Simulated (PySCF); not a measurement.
Part of a log for methyl formate (`COC=O`): ground state, then the species with a core hole.

Theory: delta-SCF UKS SCAN, pcX-3 on the ionised atom, pcseg-2 elsewhere, spin-free X2C in PySCF. Atoms in this output count from 0. The cycles run on a coarse integration grid; for E(ground) and E(ion) the exchange–correlation energy is redone on a finer one, so they differ from the last cycle, and only they enter the binding energy.

Coordinates (Å, PBE0-D3(BJ)/def2-TZVP):
```
C     -1.008409    -0.110256    -0.113161
O      0.251423    -0.763083     0.044147
C      1.302977     0.046350     0.132403
O      1.270831     1.241168     0.090001
H     -1.748603    -0.903714    -0.178916
H     -1.012987     0.495323    -1.020075
H     -1.212614     0.534395     0.742480
H      2.215531    -0.555703     0.249927
```

```
ground state, core basis on atom 3 (O), 230 functions
  cycle   1  E = -229.20527136  |g| = 1.91e-01
  cycle   2  E = -229.20517667  |g| = 3.02e-02
  cycle   3  E = -229.20488387  |g| = 4.98e-02
  cycle   4  E = -229.20535885  |g| = 5.55e-03
  cycle   5  E = -229.20536376  |g| = 6.77e-04
  cycle   6  E = -229.20536389  |g| = 3.42e-04
  E(ground) = -229.21123396 Eh
hole in O 1s of atom 3
  cycle   1  E = -208.60644345  |g| = 2.22e+00
  cycle   2  E = -207.84678113  |g| = 2.38e+00
  cycle   3  E = -209.11430908  |g| = 9.13e-01
  cycle   4  E = -209.29263291  |g| = 5.97e-01
  ...
  cycle   8  E = -209.42461972  |g| = 2.82e-03
  cycle   9  E = -209.42462270  |g| = 1.25e-03
  cycle  10  E = -209.42462389  |g| = 4.47e-04
  E(ion) = -209.43215353 Eh   <S^2> = 0.7654   hole on atom = 1.000
```

**Question.** What is the O 1s binding energy of atom 3?

**Answer.** (-209.432154 − (-229.211234)) Eh × 27.2114 eV/Eh = 538.22 eV, for the ester carbonyl oxygen.

```
ground state, core basis on atom 1 (O), 230 functions
  cycle   1  E = -229.20475904  |g| = 1.91e-01
  cycle   2  E = -229.20460837  |g| = 3.48e-02
  cycle   3  E = -229.20403493  |g| = 6.36e-02
  cycle   4  E = -229.20483335  |g| = 1.70e-02
  cycle   5  E = -229.20488771  |g| = 1.42e-03
  cycle   6  E = -229.20488830  |g| = 3.62e-04
  E(ground) = -229.21136451 Eh
hole in O 1s of atom 1
  cycle   1  E = -208.54430644  |g| = 2.23e+00
  cycle   2  E = -207.39985892  |g| = 2.63e+00
  cycle   3  E = -208.93934651  |g| = 1.06e+00
  cycle   4  E = -209.20487470  |g| = 6.54e-01
  ...
  cycle   8  E = -209.36293103  |g| = 1.72e-03
  cycle   9  E = -209.36293226  |g| = 6.70e-04
  cycle  10  E = -209.36293273  |g| = 3.19e-04
  E(ion) = -209.36962149 Eh   <S^2> = 0.7632   hole on atom = 1.000
```

**Question.** What is the O 1s binding energy of atom 1?

**Answer.** (-209.369621 − (-229.211365)) Eh × 27.2114 eV/Eh = 539.92 eV, for the ester single-bonded oxygen.

```
ground state, core basis on atom 0 (C), 230 functions
  cycle   1  E = -229.07043775  |g| = 8.34e-01
  cycle   2  E = -228.54914245  |g| = 1.80e+00
  cycle   3  E = -229.16789171  |g| = 3.86e-01
  cycle   4  E = -229.19415227  |g| = 1.39e-01
  cycle   5  E = -229.19741842  |g| = 2.73e-02
  cycle   6  E = -229.19757172  |g| = 9.11e-03
  cycle   7  E = -229.19758601  |g| = 2.40e-03
  cycle   8  E = -229.19758778  |g| = 8.44e-04
  cycle   9  E = -229.19758908  |g| = 1.52e-04
  E(ground) = -229.20717095 Eh
hole in C 1s of atom 0
  cycle   1  E = -217.89532048  |g| = 1.50e+00
  cycle   2  E = -216.08253614  |g| = 2.36e+00
  cycle   3  E = -217.95948505  |g| = 1.09e+00
  cycle   4  E = -218.34404487  |g| = 5.18e-01
  ...
  cycle   9  E = -218.43917704  |g| = 2.96e-03
  cycle  10  E = -218.43918731  |g| = 1.40e-03
  cycle  11  E = -218.43918908  |g| = 3.72e-04
  E(ion) = -218.44725940 Eh   <S^2> = 0.7734   hole on atom = 1.000
```

**Question.** What is the C 1s binding energy of atom 0?

**Answer.** (-218.447259 − (-229.207171)) Eh × 27.2114 eV/Eh = 292.79 eV, for the methoxy carbon.

The ground state is recomputed for each atom, because the flexible core basis sits on the ionised atom alone; energies of different blocks can't be mixed. The structure is a single PBE0-D3(BJ)/def2-TZVP conformer in the gas phase; no vibrational or solvent corrections.

Shape of the structure used: `[CH3:1][O:2][CH:3]=[O:4]`: C1–O2–C3–O4 0°.
Labels such as C1 count atoms from 1, the log's own numbers from 0.
